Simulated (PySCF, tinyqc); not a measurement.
Worked calculation: CID on RHF in the sto-6g basis, frozen core, for HF, spin multiplicity 1. The lowest restricted solution is unstable here: a spin-polarised one lies 0.0815 hartree lower (PySCF). Computed by tinyqc, a small Python program that keeps every step (integrals from PySCF). Settings: charge = 0, multiplicity = 1, basis = sto-6g, method = RHF, frozen orbitals = 1, energy threshold = 1e-10, iteration cap = 75, orthogonalisation = symmetric, start = atomic densities, DIIS depth = 6, ci = CID, davidson = 1. Command: `OMP_NUM_THREADS=1 python tinyqc.py 20415 20416 out.jsonl` (the two numbers bound the seeds that draw the settings). One thread of a shared host (Intel(R) Xeon(R) Processor @ 2.60GHz), about 0.2 s of CPU time with the checks. The early iterations of the SCF are left out here.

## One-electron integrals

Geometry (angstrom):
```
atom        x        y        z
F     0.00000  0.00000  0.00000
H     0.00000  0.00000  1.57500
```

Basis sto-6g: exponents (1/bohr^2) and contraction coefficients of normalised primitives:
```
element  l (shell)    exponent  coefficient
F            s (1)  1728.62657      0.00916
F            s (1)   316.94179      0.04936
F            s (1)    88.66889      0.16854
F            s (1)    30.46016      0.37056
F            s (1)    11.82857      0.41649
F            s (1)     4.87166      0.13033
F            s (2)    67.03228     -0.01325
F            s (2)    13.26744     -0.04699
F            s (2)     4.12351     -0.03379
F            s (2)     1.58646      0.25024
F            s (2)     0.68900      0.59512
F            s (2)     0.31582      0.24071
F            p (3)    67.03228      0.00376
F            p (3)    13.26744      0.03768
F            p (3)     4.12351      0.17390
F            p (3)     1.58646      0.41804
F            p (3)     0.68900      0.42586
F            p (3)     0.31582      0.10171
H            s (1)    35.52322      0.00916
H            s (1)     6.51314      0.04936
H            s (1)     1.82214      0.16854
H            s (1)     0.62596      0.37056
H            s (1)     0.24308      0.41649
H            s (1)     0.10011      0.13033
```

Overlap, kinetic and nuclear-attraction integrals over the contracted functions; the nuclear repulsion is the sum of Za Zb / Rab.

nuclear repulsion = 3.0238698 hartree

overlap S, order 1F 1s, 1F 2s, 1F 2px, 1F 2py, 1F 2pz, 2H 1s:
$$\begin{pmatrix}
1.00000 & 0.23248 & 0.00000 & 0.00000 & 0.00000 & 0.01102 \\
0.23248 & 1.00000 & 0.00000 & 0.00000 & 0.00000 & 0.14484 \\
0.00000 & 0.00000 & 1.00000 & 0.00000 & 0.00000 & 0.00000 \\
0.00000 & 0.00000 & 0.00000 & 1.00000 & 0.00000 & 0.00000 \\
0.00000 & 0.00000 & 0.00000 & 0.00000 & 1.00000 & 0.13424 \\
0.01102 & 0.14484 & 0.00000 & 0.00000 & 0.13424 & 1.00000
\end{pmatrix}$$

kinetic energy T (hartree), order 1F 1s, 1F 2s, 1F 2px, 1F 2py, 1F 2pz, 2H 1s:
$$\begin{pmatrix}
37.39773 & -1.14335 & 0.00000 & 0.00000 & 0.00000 & -0.00370 \\
-1.14335 & 1.08230 & 0.00000 & 0.00000 & 0.00000 & -0.01639 \\
0.00000 & 0.00000 & 3.25133 & 0.00000 & 0.00000 & 0.00000 \\
0.00000 & 0.00000 & 0.00000 & 3.25133 & 0.00000 & 0.00000 \\
0.00000 & 0.00000 & 0.00000 & 0.00000 & 3.25133 & 0.01107 \\
-0.00370 & -0.01639 & 0.00000 & 0.00000 & 0.01107 & 0.76852
\end{pmatrix}$$

nuclear attraction V (hartree), order 1F 1s, 1F 2s, 1F 2px, 1F 2py, 1F 2pz, 2H 1s:
$$\begin{pmatrix}
-78.15844 & -7.94382 & 0.00000 & 0.00000 & -0.00540 & -0.42979 \\
-7.94382 & -11.81140 & 0.00000 & 0.00000 & -0.06386 & -1.12449 \\
0.00000 & 0.00000 & -11.80216 & 0.00000 & 0.00000 & 0.00000 \\
0.00000 & 0.00000 & 0.00000 & -11.80216 & 0.00000 & 0.00000 \\
-0.00540 & -0.06386 & 0.00000 & 0.00000 & -11.82835 & -0.88193 \\
-0.42979 & -1.12449 & 0.00000 & 0.00000 & -0.88193 & -4.25460
\end{pmatrix}$$

core Hamiltonian H = T + V (hartree), order 1F 1s, 1F 2s, 1F 2px, 1F 2py, 1F 2pz, 2H 1s:
$$\begin{pmatrix}
-40.76071 & -9.08717 & 0.00000 & 0.00000 & -0.00540 & -0.43348 \\
-9.08717 & -10.72911 & 0.00000 & 0.00000 & -0.06386 & -1.14088 \\
0.00000 & 0.00000 & -8.55084 & 0.00000 & 0.00000 & 0.00000 \\
0.00000 & 0.00000 & 0.00000 & -8.55084 & 0.00000 & 0.00000 \\
-0.00540 & -0.06386 & 0.00000 & 0.00000 & -8.57703 & -0.87086 \\
-0.43348 & -1.14088 & 0.00000 & 0.00000 & -0.87086 & -3.48608
\end{pmatrix}$$

## Two-electron integrals

Functions are numbered as in S; the eight-fold symmetry (ij|kl) = (ji|kl) = (kl|ij) leaves the list below.

Two-electron integrals (ij|kl) in chemists' order, unique and non-zero (hartree):
```
(11|11) 5.40624   (21|11) 0.76813   (21|21) 0.13891   (22|11) 1.26627
(22|21) 0.28399   (22|22) 0.92637   (31|31) 0.02945   (32|31) 0.04468
(32|32) 0.20475   (33|11) 1.26627   (33|21) 0.28399   (33|22) 0.92637
(33|33) 0.99808   (41|41) 0.02945   (42|41) 0.04468   (42|42) 0.20475
(43|43) 0.05379   (44|11) 1.26627   (44|21) 0.28399   (44|22) 0.92637
(44|33) 0.89051   (44|44) 0.99808   (51|51) 0.02945   (52|51) 0.04468
(52|52) 0.20475   (53|53) 0.05379   (54|54) 0.05379   (55|11) 1.26627
(55|21) 0.28399   (55|22) 0.92637   (55|33) 0.89051   (55|44) 0.89051
(55|55) 0.99808   (61|11) 0.03863   (61|21) 0.00671   (61|22) 0.01345
(61|33) 0.01343   (61|44) 0.01343   (61|51) 0.00029   (61|52) 0.00057
(61|55) 0.01349   (61|61) 0.00033   (62|11) 0.11594   (62|21) 0.02648
(62|22) 0.09871   (62|33) 0.09730   (62|44) 0.09730   (62|51) 0.00192
(62|52) 0.01543   (62|55) 0.10153   (62|61) 0.00128   (62|62) 0.01416
(63|31) 0.00269   (63|32) 0.01622   (63|53) 0.00312   (63|63) 0.00190
(64|41) 0.00269   (64|42) 0.01622   (64|54) 0.00312   (64|64) 0.00190
(65|11) 0.08768   (65|21) 0.02028   (65|22) 0.08061   (65|33) 0.07754
(65|44) 0.07754   (65|51) 0.00387   (65|52) 0.02729   (65|55) 0.08676
(65|61) 0.00102   (65|62) 0.01418   (65|65) 0.01587   (66|11) 0.33497
(66|21) 0.07785   (66|22) 0.33350   (66|33) 0.32587   (66|44) 0.32587
(66|51) 0.00526   (66|52) 0.06084   (66|55) 0.34875   (66|61) 0.00377
(66|62) 0.06834   (66|65) 0.07860   (66|66) 0.77500
```

## Orthogonalisation

S = U s U^T; symmetric (Loewdin) form X = U s^(-1/2) U^T, so that X^T S X = 1.

eigenvalues of S: [0.72066, 0.88486, 1.00000, 1.00000, 1.10438, 1.29009]

X, order 1F 1s, 1F 2s, 1F 2px, 1F 2py, 1F 2pz, 2H 1s:
$$\begin{pmatrix}
1.02124 & -0.12137 & 0.00000 & 0.00000 & -0.00093 & 0.00769 \\
-0.12137 & 1.02963 & 0.00000 & 0.00000 & 0.00770 & -0.07587 \\
0.00000 & 0.00000 & 1.00000 & 0.00000 & 0.00000 & 0.00000 \\
0.00000 & 0.00000 & 0.00000 & 1.00000 & 0.00000 & 0.00000 \\
-0.00093 & 0.00770 & 0.00000 & 0.00000 & 1.00696 & -0.06882 \\
0.00769 & -0.07587 & 0.00000 & 0.00000 & -0.06882 & 1.01519
\end{pmatrix}$$

## Iteration 8 (converged): orbitals

converged F (hartree), order 1F 1s, 1F 2s, 1F 2px, 1F 2py, 1F 2pz, 2H 1s:
$$\begin{pmatrix}
-26.26684 & -6.37257 & 0.00000 & 0.00000 & -0.00888 & -0.30667 \\
-6.37257 & -2.87953 & 0.00000 & 0.00000 & -0.00133 & -0.34083 \\
0.00000 & 0.00000 & -0.47376 & 0.00000 & 0.00000 & 0.00000 \\
0.00000 & 0.00000 & 0.00000 & -0.47376 & 0.00000 & 0.00000 \\
-0.00888 & -0.00133 & 0.00000 & 0.00000 & -0.16690 & -0.30405 \\
-0.30667 & -0.34083 & 0.00000 & 0.00000 & -0.30405 & -0.17334
\end{pmatrix}$$

Diagonalise F' = X^T F X, C = X C', fill 5 alpha and 5 beta electrons from the bottom; D = 2 C_occ C_occ^T. Each column has its largest component positive (the first on a tie).

F' = X^T F X (hartree):
$$\begin{pmatrix}
-25.86155 & -3.16081 & 0.00000 & 0.00000 & -0.01566 & -0.00916 \\
-3.16081 & -1.79996 & 0.00000 & 0.00000 & 0.02892 & -0.17045 \\
0.00000 & 0.00000 & -0.47376 & 0.00000 & 0.00000 & 0.00000 \\
0.00000 & 0.00000 & 0.00000 & -0.47376 & 0.00000 & 0.00000 \\
-0.01566 & 0.02892 & 0.00000 & 0.00000 & -0.12770 & -0.29150 \\
-0.00916 & -0.17045 & 0.00000 & 0.00000 & -0.29150 & -0.09993
\end{pmatrix}$$

orbital energies (hartree): MO1 -26.26988, MO2 -1.41317, MO3 -0.47376, MO4 -0.47376, MO5 -0.39710, MO6 0.19101

coefficients C, order 1F 1s, 1F 2s, 1F 2px, 1F 2py, 1F 2pz, 2H 1s:
$$\begin{pmatrix}
0.99729 & -0.24832 & 0.00000 & 0.00000 & 0.02608 & 0.02846 \\
0.01145 & 1.01849 & 0.00000 & 0.00000 & -0.13907 & -0.15457 \\
0.00000 & 0.00000 & -0.01901 & 0.99982 & 0.00000 & 0.00000 \\
0.00000 & 0.00000 & 0.99982 & 0.01901 & 0.00000 & 0.00000 \\
0.00045 & 0.00427 & 0.00000 & 0.00000 & 0.69434 & -0.73255 \\
-0.00092 & 0.05394 & 0.00000 & 0.00000 & 0.63723 & 0.79510
\end{pmatrix}$$

D after iteration 8, order 1F 1s, 1F 2s, 1F 2px, 1F 2py, 1F 2pz, 2H 1s:
$$\begin{pmatrix}
2.11384 & -0.49023 & 0.00000 & 0.00000 & 0.03500 & 0.00461 \\
-0.49023 & 2.11359 & 0.00000 & 0.00000 & -0.18442 & -0.06740 \\
0.00000 & 0.00000 & 2.00000 & 0.00000 & 0.00000 & 0.00000 \\
0.00000 & 0.00000 & 0.00000 & 2.00000 & 0.00000 & 0.00000 \\
0.03500 & -0.18442 & 0.00000 & 0.00000 & 0.96426 & 0.88538 \\
0.00461 & -0.06740 & 0.00000 & 0.00000 & 0.88538 & 0.81796
\end{pmatrix}$$

Within a degenerate level the vectors are fixed only up to a rotation; this is one choice.

## Convergence

Stop when the energy changes by less than 1e-10 hartree and every element of the error matrix X^T (F D S - S D F) X is below 3e-06.

Course of the cycle:
```
iteration  E (hartree)     change  largest element of the error matrix
1          -99.8994080          -                             3.74e-01
2          -99.1812444   7.18e-01                             3.77e-01
3          -99.3095974  -1.28e-01                             9.53e-02
4          -99.3155876  -5.99e-03                             2.44e-03
5          -99.3155932  -5.67e-06                             1.55e-03
6          -99.3155948  -1.54e-06                             3.53e-05
7          -99.3155948  -7.95e-10                             3.40e-07
8          -99.3155948  -2.84e-14                             1.84e-07
```

PySCF RHF in the same basis = -99.3155948 hartree

Converged in 8 iterations.

## Integrals over molecular orbitals

(pq|rs) = sum C_ip C_jq C_kr C_ls (ij|kl), one index at a time.

one-electron integrals over orbitals h = C^T H C (hartree):
$$\begin{pmatrix}
-40.74799 & 0.74169 & 0.00000 & 0.00000 & -0.07386 & -0.08518 \\
0.74169 & -9.17144 & 0.00000 & 0.00000 & 0.34015 & 0.49098 \\
0.00000 & 0.00000 & -8.55084 & 0.00000 & 0.00000 & 0.00000 \\
0.00000 & 0.00000 & 0.00000 & -8.55084 & 0.00000 & 0.00000 \\
-0.07386 & 0.34015 & 0.00000 & 0.00000 & -6.29070 & 2.55582 \\
-0.08518 & 0.49098 & 0.00000 & 0.00000 & 2.55582 & -5.75492
\end{pmatrix}$$

Two-electron integrals over orbitals (pq|rs), unique and non-zero (hartree); the lowest 1 orbital is frozen and left out:
```
(22|22) 0.89167    (32|32) 0.19333    (33|22) 0.90671    (33|33) 0.99808
(42|42) 0.19333    (43|43) 0.05379    (44|22) 0.90671    (44|33) 0.89051
(44|44) 0.99808    (52|22) -0.03913   (52|33) -0.04479   (52|44) -0.04479
(52|52) 0.11616    (53|32) -0.01613   (53|53) 0.03033    (54|42) -0.01613
(54|54) 0.03033    (55|22) 0.64470    (55|33) 0.63018    (55|44) 0.63018
(55|52) -0.00292   (55|55) 0.62164    (62|22) -0.05110   (62|33) -0.05191
(62|44) -0.05191   (62|52) -0.09040   (62|55) -0.01789   (62|62) 0.09081
(63|32) -0.01716   (63|53) -0.02535   (63|63) 0.02709    (64|42) -0.01716
(64|54) -0.02535   (64|64) 0.02709    (65|22) -0.28536   (65|33) -0.28246
(65|44) -0.28246   (65|52) 0.05496    (65|55) -0.08186   (65|62) 0.01981
(65|65) 0.27113    (66|22) 0.60366    (66|33) 0.59092    (66|44) 0.59092
(66|52) 0.02912    (66|55) 0.61398    (66|62) -0.03842   (66|65) -0.03039
(66|66) 0.63082
```

## CID: determinants and Hamiltonian

one-electron integrals dressed by the frozen orbital, h + 2 (pq|11) - (p1|1q) (hartree), order 2, 3, 4, 5, 6:
$$\begin{pmatrix}
-6.71825 & 0.00000 & 0.00000 & 0.18898 & 0.31516 \\
0.00000 & -6.04919 & 0.00000 & 0.00000 & 0.00000 \\
0.00000 & 0.00000 & -6.04919 & 0.00000 & 0.00000 \\
0.18898 & 0.00000 & 0.00000 & -4.65205 & 1.64133 \\
0.31516 & 0.00000 & 0.00000 & 1.64133 & -4.19182
\end{pmatrix}$$

energy of the frozen orbital, 2 h_11 + (11|11) = -76.1130113 hartree

Hartree-Fock energy = -99.3155948 hartree

Slater-Condon rules over spin orbitals, with the nuclear repulsion and the energy of the frozen orbital added and E(HF) subtracted on the diagonal. Only determinants linked to the reference directly or through others are kept (one block of an abelian symmetry group), so some states are absent.

Occupation strings over the orbitals (2 doubly, a alpha, b beta, 0 empty; spin orbitals ordered 1a 1b 2a 2b ...): 222220 222202 2a22b2 222022 220222 2b22a2 202222

H - E(HF) between determinants (hartree), order 222220, 222202, 2a22b2, 222022, 220222, 2b22a2, 202222:
$$\begin{pmatrix}
0.00000 & 0.27113 & -0.01981 & 0.02709 & 0.02709 & 0.01981 & 0.09081 \\
0.27113 & 0.51500 & 0.04134 & 0.03033 & 0.03033 & -0.04134 & 0.11616 \\
-0.01981 & 0.04134 & 1.39445 & 0.01613 & 0.01613 & -0.11616 & 0.07755 \\
0.02709 & 0.03033 & 0.01613 & 0.64896 & 0.05379 & -0.01613 & 0.19333 \\
0.02709 & 0.03033 & 0.01613 & 0.05379 & 0.64896 & -0.01613 & 0.19333 \\
0.01981 & -0.04134 & -0.11616 & -0.01613 & -0.01613 & 1.39445 & -0.07755 \\
0.09081 & 0.11616 & 0.07755 & 0.19333 & 0.19333 & -0.07755 & 2.49781
\end{pmatrix}$$

## CID: roots

Diagonalise (each vector has its largest component positive (the first on a tie)); all determinants have Ms = 0, so triplets appear too. The lowest singlet root is the correlation energy.

lowest roots of this matrix, relative to E(HF) (hartree): [-0.11881, 0.59517, 0.60143, 0.67905, 1.27829, 1.50111, 2.56339]

lowest vectors, order 222220, 222202, 2a22b2, 222022, 220222, 2b22a2, 202222:
$$\begin{pmatrix}
0.91905 & 0.00000 & 0.33790 & 0.19752 \\
-0.39221 & 0.00000 & 0.81261 & 0.42383 \\
0.02205 & 0.00000 & -0.01802 & -0.02475 \\
-0.01344 & 0.70711 & -0.33528 & 0.61352 \\
-0.01344 & -0.70711 & -0.33528 & 0.61352 \\
-0.02205 & 0.00000 & 0.01802 & 0.02475 \\
-0.01381 & 0.00000 & 0.00388 & -0.16525
\end{pmatrix}$$

<S^2> of these roots: [0.00000, 0.00000, 0.00000, 0.00000, 2.00000, 0.00000, 0.00000]

weight of the ground state by excitation level 0, 1, 2, ...: [0.84465, 0.00000, 0.15535]

The reference has a weight of only 0.84: one determinant is a poor start here.

## The lowest root by the Davidson method

Start from the reference; add the residual divided by (theta - H_ii), orthogonalised, at each step.

Davidson iterations:
```
iteration  subspace  lowest Ritz value (hartree)  residual norm
1                 1                            0       2.90e-01
2                 2                   -0.1172429       5.44e-02
3                 3                   -0.1188118       1.02e-03
4                 4                   -0.1188126       1.27e-04
5                 5                   -0.1188127       1.25e-16
```
